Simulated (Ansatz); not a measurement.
Molecule: Si2H5, charge 0, multiplicity 2. It need not be the lowest isomer of its formula. 
Coordinates optimised at B3LYP-D3(BJ)/def2-TZVP (Ansatz, an electronic-structure program):
SMILES: [SiH2][SiH3]
```xyz
7

Si     0.0124     0.0207     1.2119
Si    -0.0099     0.0487    -1.1206
H     -1.2086    -0.5655     1.8221
H      1.2176    -0.6195     1.7989
H     -0.0369    -1.3162    -1.7072
H     -1.2105     0.7840    -1.5839
H      1.2034     0.7464    -1.6084
```
Charge 0, spin multiplicity 2.

Parts of the frozen-core correlation energy in aug-cc-pV(D+d)Z (Ansatz, hartree). Frozen orbitals: 10; correlated occupied orbitals by spin: 7 and 6; virtual: 92 and 93. Open shells are spin-unrestricted. Spin-orbit coupling is left out. Non-relativistic.

```json
[
 {"term": "reference (HF)", "value": "-580.73760"},
 {"term": "MP2 opposite-spin", "value": "(withheld)"},
 {"term": "MP2 same-spin", "value": "-0.02958"},
 {"term": "CCSD correlation", "value": "(withheld)"},
 {"term": "(T)", "value": "(withheld)"},
 {"term": "T1 diagnostic", "value": "0.015"},
 {"term": "largest doubles amplitude", "value": "0.026"},
 {"term": "<S^2> of the reference", "value": "0.758"}
]
```

Q: Some entries are withheld; supply them.

A: 
- MP2 opposite-spin, value: -0.17127
- CCSD correlation, value: -0.25034
- (T), value: -0.00678
